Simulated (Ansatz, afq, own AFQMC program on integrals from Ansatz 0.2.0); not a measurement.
AFQMC on a folder of integrals that Ansatz 0.2.0 wrote.

```yaml
crystal:
  periodic: [false, false, false]
  atoms:
    - {symbol: Al, position_ang: [0.000000, 0.000000, 0.259056]}
    - {symbol: Al, position_ang: [0.000000, 0.000000, -2.101360]}
    - {symbol: H, position_ang: [0.000000, 0.000000, 1.842303]}
basis:
  gaussian: {orbitals: cc-pVDZ}
magnetization: {spin_polarized: true, initial_magnetization: 3}
correlation: {method: ccsd_t, electrons: outside_noble_gas, hamiltonian_folder: ham}
```

```sh
$ ansatz run in.yaml --threads 1 --pin off --events-out ev --progress --plain --max-ram 1843MiB
```

Options of the walk:

```
--method phaseless --trial cid --walkers 10 --populations 1 --least-time 40 --time-step 0.01 --steps-per-block 50 --equilibration-blocks 6 --max-blocks 120 --target-error 0.00064 --factor-cut 0.0001 --start spin_pure --seed 9127 --taylor-order 4
```

Times are imaginary, in 1/Eh. The walk had a cap of 234 s.

Output of the walk:

```
orbitals 31  electrons 5 2  factors 186 of 406
reference energy -484.34002756 Eh
CCSD correlation -0.11110297 Eh in 12 cycles, weight of the determinant in the CISD state 0.8821
energy of the start -484.452716 Eh
 block  time / (1/Eh)  mean weight  energy / Eh
     1     0.500  1.0013  -484.451134
     2     1.000  0.9970  -484.451470
     3     1.500  1.0017  -484.449809
     4     2.000  0.9986  -484.450810
     5     2.500  1.0055  -484.453237
     9     4.500  0.9967  -484.461737
    15     7.500  1.0021  -484.451824
    23    11.500  1.0020  -484.455881
    31    15.500  0.9958  -484.458025
    33    16.500  1.0031  -484.448140
    39    19.500  0.9981  -484.453366
    47    23.500  1.0031  -484.451821
    55    27.500  0.9974  -484.454476
    63    31.500  1.0004  -484.452708
    71    35.500  1.0011  -484.453226
    77    38.500  0.9970  -484.464237
    79    39.500  1.0109  -484.461375
    85    42.500  0.9970  -484.457680
blocks merged  error / Eh  count
     1  0.000424  80
     2  0.000467  40
     4  0.000580  20
     8  0.000726  10
energy -484.455686 +/- 0.000580 Eh
(rows thinned)
```

The run passed its tests (sampling time, drift between the halves within three errors, error under three times the target), which doesn't prove that it has relaxed. The second half of the sampling lies below the first by 1.5 errors of their difference, so the energy may still be moving and its error bar be too small.

Against this walk (error 15.8 meV) on the same determinant: CCSD(T) 11.8 meV lower (within the noise), CCSDT(Q) 63.5 meV lower, a separate phaseless walk with a CISD trial and standard settings 52.4 ± 17.9 meV lower. The error is statistical and leaves out the bias of the constraint. CCSDT(Q) is the surest value here, so the walk's 63 meV above it is most likely the bias of the constraint with this trial, which can have either sign, or comes from the drawn settings.

Cautions: constraint bias not in the error; another spin lies lower; so few walkers bias the energy; the time-step error isn't removed.

The walk took 5.8 s on 1 thread of Intel(R) Xeon(R) 6975P-C (Granite Rapids), on a shared host. The log's last line is the phaseless energy.

CCSDT and higher add their correlation energy to the determinant of the CCSD(T) run, since their own runs factorise the integrals more tightly (a shift of under 2 meV). A walk keeps the symmetry of its determinant, which the program's search chose and which needn't be the lowest solution, so a lower state of the same spin and another symmetry isn't excluded.
